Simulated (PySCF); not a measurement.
N,N-dimethylformamide, C3H7NO.
SMILES: `CN(C)C=O`

Computed with TDDFT CAM-B3LYP/def2-SVPD, vertical, gas phase, core orbitals frozen in the response in PySCF. Geometry: GFN2-xTB, one conformer, isolated molecule. Torsions of this conformer, `[CH3:1][N:2]([CH3:3])[CH:4]=[O:5]`: C1–N2–C4–O5 180°.

```tsv
state	E (eV)	λ (nm)	ν̃ (cm⁻¹)	f	symmetry	main configurations (H = HOMO, L = LUMO)
S1	5.82	213.0	46950	0.0011	–	H-1→L+1 (95%)
S2	6.67	185.8	53820	0.025	A″	H→L (94%)
S3	7.06	175.7	56920	0.202	A′	H→L+1 (78%), H-1→L (14%)
S4	7.44	166.7	59970	0.095	A′	H-1→L (62%), H-1→L+3 (17%), H→L+1 (17%)
S5	7.77	159.6	62650	0.0075	A″	H→L+2 (79%), H→L+3 (15%)
S6	7.87	157.5	63500	0.0021	A″	H→L+3 (81%), H→L+2 (15%)
S7	8.27	149.9	66710	0.047	A′	H-1→L+3 (45%), H-1→L+2 (35%)
S8	8.41	147.4	67830	0.018	A′	H-1→L+2 (44%), H-1→L+3 (25%), H-1→L (15%)
```

Triplets (Tamm–Dancoff): T1 5.13 eV, H→L+1 (92%); T2 5.33 eV, H-1→L+1 (94%); T3 6.57 eV, H→L (93%).

The lowest singlet lies at 5.82 eV (213 nm, ultraviolet) and is very weak; its leading configuration is HOMO-1→LUMO+1 (95%). The strongest level in the table is S3 at 7.06 eV (176 nm, f = 0.202). S1 has the pattern of n→π* at C=O. Of the 8 states listed, 5 reach f = 0.01 and none stays under 0.0005. Orbital energies (eV): HOMO-3 -12.48, HOMO-2 -12.44, HOMO-1 -8.96, HOMO -8.56, LUMO 1.08, LUMO+1 1.72, LUMO+2 2.01. Weighted by f, the mean energy of these states is 7.34 eV. No computed singlet lies in the visible range (380 to 750 nm); the lowest, at 213 nm, stands 2.56 eV above its violet end (3.26 eV). Symmetry labels in Cs follow from the direction of the transition dipole and are given only for states with f of 0.002 or more. The window holds the lowest 8 singlets.

Time: 17 s. Hardware: Arm Neoverse V1, one thread, shared host.
